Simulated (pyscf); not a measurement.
Single points on ωB97X-D3(BJ)/def2-SVP structures (PySCF, gas phase). Singlets are restricted, triplets unrestricted.

Singlet (Å):
```xyz
6

F      1.3724     0.4020    -1.3871
C      0.7357     0.7689    -0.3273
C      0.7214    -0.4717     0.6108
F     -0.5428    -0.7109     0.9550
F      1.2388    -1.5844     0.0881
F      1.4253    -0.1417     1.6956
```

Triplet (Å):
```xyz
6

F      1.1341    -1.3833    -0.8368
C      1.1638    -0.0877    -0.7309
C      0.0816     0.6749    -0.0265
F     -1.1120     0.4839    -0.6062
F     -0.0367     0.2898     1.2523
F      0.3671     1.9736    -0.0568
```

Task: For these two minima of F–C:–C(F)(F)–F (SMILES F[C]C(F)(F)F), which spin state lies lower at ωB97X-D3(BJ)/def2-TZVP, and by how much (electronic energies)?

Result: The singlet, by 15.3 kcal/mol. Zero-point energy shifts E(triplet) − E(singlet) by +0.1 kcal/mol. The 7 functionals that were run give +4.3 (r²SCAN) to +17.7 kcal/mol (ωB97M-D3(BJ)). F–C:–C(F)(F)–F [singlet] lies 38.5 kcal/mol over its isomer F–C(F)=C(F)–F, and others may lie lower still (electronic energy, ωB97M-D3(BJ)). 

E(triplet) − E(singlet) by level (kcal/mol):

```json
[
 {"level": "ωB97X-D3(BJ)/def2-TZVP", "gap": "+15.3"},
 {"level": "PBE/def2-TZVP", "gap": "+10.3"},
 {"level": "r²SCAN/def2-TZVP", "gap": "+4.3"},
 {"level": "B3LYP-D3(BJ)/def2-TZVP", "gap": "+12.5"},
 {"level": "PBE0-D3(BJ)/def2-TZVP", "gap": "+7.8"},
 {"level": "M06-2X/def2-TZVP", "gap": "+12.3"},
 {"level": "ωB97M-D3(BJ)/def2-TZVP", "gap": "+17.7"},
 {"level": "HF/def2-TZVP", "gap": "-6.4"}
]
```

The triplet is the lowest one reached from the SCF start used.
